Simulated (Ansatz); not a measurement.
System: hcp Ti. Method: PBEsol (Ansatz, an electronic-structure program, PAW).

Run with plane-wave cutoff 500 eV, 20×20×1 k mesh (along the axes of the cell as run), Fermi–Dirac smearing 0.1 eV, scalar-relativistic PAW data made under PBE.

### Question
Estimate the surface energy of the (10-11) face and work function of the (10-11) face that the calculation returns.

### Answer

surface energy of the (10-11) face: 2.11 J/m²
work function of the (10-11) face: 4.14 eV

The slab of 12 atoms is relaxed and unreconstructed.

Static lattice: no zero-point or thermal effects.

The result took roughly 30 core-minutes.
